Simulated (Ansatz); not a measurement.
# H2PSi: the cost of one run

Method: def2-QZVPP, all electrons in the functionals; program: Ansatz 0.2.0, Gaussian basis.

The runs, in order: PBE, BLYP, r2SCAN, B97M-V, PBE0, B3LYP, at charge 0, quartet; charge 0, doublet; charge 0, sextet; charge 1, triplet; charge 1, quintet.

### 1 The geometry

The geometry is a PBE0/def2-TZVP stationary point (not a proven minimum).

4 atoms, charge 0, spin multiplicity 4.

Atoms are counted from 1 here; the program's logs count them from 0.

Bond lengths: Si1–P2 2.275 Å, Si1–H3 1.499 Å, P2–H4 1.427 Å. Angles: P2–Si1–H3 115.3°, Si1–P2–H4 96.5°.

No dispersion term is added; B97M-V holds VV10 nonlocal correlation. B3LYP takes the VWN-RPA correlation.

The geometry shown and the zero of energy belong to the point charge 0, quartet. The yardstick, UCCSD(T), and other wave-function levels (R restricted, U unrestricted, valence and pair active spaces) come from earlier runs.

### 2 PBE, charge 0, quartet

Input file in.yaml:

```yaml
crystal:
  periodic: [false, false, false]
  atoms:
    - {symbol: Si, position_ang: [-0.059994, -0.083342, 1.179230]}
    - {symbol: P, position_ang: [0.000332, 0.090462, -1.088224]}
    - {symbol: H, position_ang: [0.995175, 0.691262, 1.910267]}
    - {symbol: H, position_ang: [0.666308, -1.148881, -1.327757]}
basis:
  gaussian: {orbitals: "def2-QZVPP.json"}
magnetization: {spin_polarized: true, initial_magnetization: 3}
hamiltonian: {xc: {name: PBE}}
output: {orbitals: {seedname: orbitals}}
```

Launch:

```bash
$ ansatz run in.yaml --threads 1 --pin off --events-out ev --progress --plain --max-ram 2393MiB
```

**Question.** How long does this run take on 1 thread of Intel Xeon Platinum 8259CL at 2.50GHz, shared host?

About 4.6 s.
